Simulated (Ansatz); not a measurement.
Relaxation of FH5SSi (8 atoms, charge 0, multiplicity 1), to a largest force component of 0.03 eV/Å in at most 50 steps.

Theory: RKS B3LYP-D4/def2-SVP (Ansatz 0.2.0).

```xyz
8
Properties=species:S:1:pos:R:3
Si 0.206 0.068 -0.072
H 0.085 0.037 1.394
H 1.632 -0.111 -0.459
H -0.335 1.321 -0.646
F -0.600 -1.217 -0.675
S -2.909 0.101 1.213
H -2.799 -0.952 0.373
H -1.714 -0.226 1.820
```

Problem. Where does it end, and by what steps?

Solution. It converged. The force dipped under the threshold on the way, but the program's further checks kept it going. After 9 steps the energy has fallen by 0.166 eV; H8 moved furthest, 1.02 Å.

| step | energy less start (eV) | largest force component (eV/Å) | accepted |
| --- | --- | --- | --- |
| 0 | 0.0000 | 0.821 | yes |
| 1 | -0.0982 | 0.344 | yes |
| 2 | -0.1278 | 0.147 | yes |
| 3 | -0.1437 | 0.156 | yes |
| 4 | -0.1447 | 0.539 | yes |
| 5 | -0.1560 | 0.149 | yes |
| 6 | -0.1626 | 0.151 | yes |
| 7 | -0.1642 | 0.074 | yes |
| 8 | -0.1657 | 0.011 | yes |
| 9 | -0.1660 | 0.025 | yes |

```xyz
8
Properties=species:S:1:pos:R:3
Si 0.378 0.092 -0.162
H 0.497 0.182 1.316
H 1.720 -0.133 -0.766
H -0.247 1.307 -0.739
F -0.540 -1.211 -0.540
S -3.056 0.135 1.211
H -2.612 -0.808 0.349
H -2.575 -0.543 2.278
```

Time of the run: 26 s on 1 thread of Arm Neoverse V1, on a shared host, peak memory 0.14 GiB.
